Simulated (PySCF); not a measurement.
F, SMILES `[F]` (charge 0, multiplicity 2)

Level of theory: PBE0-D3(BJ)/def2-TZVP run with PySCF.

```json
{
 "highest_occupied_spin_orbital": "-12.46 eV",
 "dipole_moment": "0.00 D",
 "total_energy": "-99.6762 Ha",
 "cost": "roughly 2.0 core-seconds"
}
```

```xyz
1

F      0.0000     0.0000     0.0000
```
Charge 0, spin multiplicity 2.
